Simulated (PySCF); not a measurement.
C4H9N.
Atom-mapped SMILES: `[H]/[N:5]=[CH:4]\[CH2:3][CH2:2][CH3:1]` (hydrogens: H6, H7, H8 on C1; H9, H10 on C2; H11, H12 on C3; H13 on C4; H14 on N5)

The same species was optimised twice, with GFN2-xTB and with PBE0-D3(BJ)/def2-SVP (PySCF), and the same property calculations (PySCF, gas phase) were run on both structures.

```tsv
coordinate	GFN2-xTB	PBE0-D3(BJ)/def2-SVP	change
C4–H13 (Å)	1.088	1.107	+0.019
C4=N5 (Å)	1.253	1.267	+0.014
C1–H8 (Å)	1.088	1.102	+0.014
C1–H7 (Å)	1.088	1.101	+0.013
C1–H6 (Å)	1.088	1.100	+0.012
C2–H10 (Å)	1.093	1.104	+0.011
C3–H11 (Å)	1.094	1.104	+0.010
C3–H12 (Å)	1.094	1.105	+0.011
C2–H9 (Å)	1.092	1.102	+0.010
N5–H14 (Å)	1.021	1.028	+0.007
C1–C2 (Å)	1.524	1.521	-0.003
C3–C4 (Å)	1.499	1.502	+0.003
C2–C3 (Å)	1.531	1.530	-0.001
C4–N5–H14 (°)	114.8	109.8	-5.0
H9–C2–H10 (°)	107.8	105.7	-2.1
C1–C2–C3 (°)	111.5	113.3	+1.8
H11–C3–H12 (°)	108.1	106.9	-1.2
C2–C3–C4 (°)	111.6	112.7	+1.1
H7–C1–H8 (°)	108.3	107.3	-1.0
C2–C1–H7 (°)	110.5	111.5	+1.0
C2–C1–H6 (°)	110.5	111.4	+0.9
C1–C2–C3–C4 (°)	64	65	+1
C2–C3–C4–N5 (°)	-129	-125	+4
```

Rotational constants: A = 9735, B = 3048, C = 2623 MHz (GFN2-xTB) against A = 9582, B = 3012, C = 2586 MHz (PBE0-D3(BJ)/def2-SVP). Point groups within 0.08 Å: C1 and C1.

On the GFN2-xTB structure: lowest singlet, TDDFT (eV) 5.24 [CAM-B3LYP/def2-SVPD]; isotropic polarisability (au) 56.8 [CAM-B3LYP/def2-SVPD]; HOMO (eV) -8.75 [CAM-B3LYP/def2-SVPD]; LUMO (eV) 1.06 [CAM-B3LYP/def2-SVPD]; dipole (D) 2.60 [CAM-B3LYP/def2-SVPD].

Q: What do these properties become on the PBE0-D3(BJ)/def2-SVP structure?

A: 
```tsv
property	level	on GFN2-xTB	on PBE0-D3(BJ)/def2-SVP	change
lowest singlet, TDDFT (eV)	CAM-B3LYP/def2-SVPD	5.24	5.37	+0.13
isotropic polarisability (au)	CAM-B3LYP/def2-SVPD	56.8	57.6	+0.8
HOMO (eV)	CAM-B3LYP/def2-SVPD	-8.75	-8.96	-0.21
LUMO (eV)	CAM-B3LYP/def2-SVPD	1.06	0.96	-0.10
dipole (D)	CAM-B3LYP/def2-SVPD	2.60	2.74	+0.14
energy, GFN2-xTB geometry as zero (kcal/mol)	CAM-B3LYP/def2-SVPD	0.0	-0.8	-0.8
```

The heavy atoms differ by 0.023 Å rms after alignment. Among all bonds C4–H13 changes most (+0.019 Å). Changes are differences of the printed values. Neither structure is proved a minimum here.

Shape of the structure used: `[H]/[N:5]=[CH:4]\[CH2:3][CH2:2][CH3:1]`: C1–C2–C3–C4 65°, C2–C3–C4–N5 -125°.
